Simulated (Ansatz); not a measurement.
Ansatz (a quantum-chemistry and plane-wave program) input (B3LYP-D3(BJ)/def2-TZVP):

Ansatz 0.2 input:
```yaml
crystal:
  periodic: [false, false, false]
  atoms:
    - {symbol: Na, position_ang: [-0.00000000, -0.00000000, -1.52722632]}
    - {symbol: Na, position_ang: [0.00000000, 0.00000000, 1.52722632]}
basis:
  gaussian:
    orbitals: def2-TZVP
hamiltonian:
  xc: b3lyp
  dispersion: d3bj
phonons: {temperatures: {t_min: 298.15, t_max: 298.15, t_step: 100}}
```

Output:

```
Functional definition: B3LYP
integrals: 0.02 GiB planned
554 factors; their error is unknown
mean field: 0.14 GiB planned
mean field evaluation 1: about -8832.9355 eV, gradient 5.9e0 eV
mean field evaluation 2: about -8833.0121 eV, gradient 3.5e0 eV
mean field evaluation 4: about -8833.0352 eV, gradient 7.7e-2 eV
mean field evaluation 8: about -8833.0783 eV, gradient 7.6e-4 eV
mean field -8833.07826580 eV, -324.6096389927 hartree, gradient 4.3e-6 eV, S^2 0.000000; 0 other end points of the search recorded, 0 dependent functions left out
the calculation of the forces begins
reference -8833.07845624 eV, -324.6096459911 hartree; 11, 11 occupied and 53, 53 virtual orbitals, 554 factors
these checks for a lower state are left out or cut short: stability, starts, cluster_reference, orbital_swaps, neighbouring_geometries, increment
integrals: 0.02 GiB planned
554 factors; their error is unknown
mean field: 0.14 GiB planned
mean field evaluation 16: about -8833.0783 eV, gradient 1.7e-6 eV
mean field -8833.07826580 eV, -324.6096389927 hartree, gradient 1.7e-6 eV, S^2 0.000000; 0 other end points of the search recorded, 0 dependent functions left out
the calculation of the forces begins
reference -8833.07845624 eV, -324.6096459911 hartree; 11, 11 occupied and 53, 53 virtual orbitals, 554 factors
these checks for a lower state are left out or cut short: stability, starts, cluster_reference, orbital_swaps, neighbouring_geometries, increment
integrals: 0.02 GiB planned
554 factors; their error is unknown
mean field: 0.14 GiB planned
mean field -8833.07826580 eV, -324.6096389927 hartree, gradient 1.7e-6 eV, S^2 0.000000; 0 other end points of the search recorded, 0 dependent functions left out
the calculation of the forces begins
reference -8833.07845624 eV, -324.6096459911 hartree; 11, 11 occupied and 53, 53 virtual orbitals, 554 factors
these checks for a lower state are left out or cut short: stability, starts, cluster_reference, orbital_swaps, neighbouring_geometries, increment
integrals: 0.02 GiB planned
554 factors; their error is unknown
mean field: 0.14 GiB planned
mean field -8833.07826580 eV, -324.6096389927 hartree, gradient 1.7e-6 eV, S^2 0.000000; 0 other end points of the search recorded, 0 dependent functions left out
the calculation of the forces begins
reference -8833.07845624 eV, -324.6096459911 hartree; 11, 11 occupied and 53, 53 virtual orbitals, 554 factors
these checks for a lower state are left out or cut short: stability, starts, cluster_reference, orbital_swaps, neighbouring_geometries, increment
integrals: 0.02 GiB planned
554 factors; their error is unknown
mean field: 0.14 GiB planned
mean field evaluation 32: about -8833.0783 eV, gradient 1.7e-6 eV
mean field -8833.07826580 eV, -324.6096389927 hartree, gradient 1.7e-6 eV, S^2 0.000000; 0 other end points of the search recorded, 0 dependent functions left out
the calculation of the forces begins
reference -8833.07845624 eV, -324.6096459911 hartree; 11, 11 occupied and 53, 53 virtual orbitals, 554 factors
these checks for a lower state are left out or cut short: stability, starts, cluster_reference, orbital_swaps, neighbouring_geometries, increment
integrals: 0.02 GiB planned
554 factors; their error is unknown
mean field: 0.14 GiB planned
mean field -8833.07826315 eV, -324.6096388953 hartree, gradient 8.6e-6 eV, S^2 0.000000; 0 other end points of the search recorded, 0 dependent functions left out
the calculation of the forces begins
reference -8833.07845357 eV, -324.6096458930 hartree; 11, 11 occupied and 53, 53 virtual orbitals, 554 factors
these checks for a lower state are left out or cut short: stability, starts, cluster_reference, orbital_swaps, neighbouring_geometries, increment
integrals: 0.02 GiB planned
554 factors; their error is unknown
mean field: 0.14 GiB planned
mean field -8833.07826163 eV, -324.6096388396 hartree, gradient 8.6e-6 eV, S^2 0.000000; 0 other end points of the search recorded, 0 dependent functions left out
the calculation of the forces begins
reference -8833.07845209 eV, -324.6096458388 hartree; 11, 11 occupied and 53, 53 virtual orbitals, 554 factors
Total energy: -8833.12128020 eV, -324.6112197426 hartree
Atom 0 at    -0.000000    -0.000000    -1.527226 Å, force     0.000000     0.000000    -0.000116 eV/Å
Atom 1 at     0.000000     0.000000     1.527226 Å, force    -0.000000    -0.000000     0.000116 eV/Å
Dipole moment:     0.000000     0.000000    -0.000000 e Å
Vibrations: 161.14 cm⁻¹, zero-point energy 0.009989 eV
```
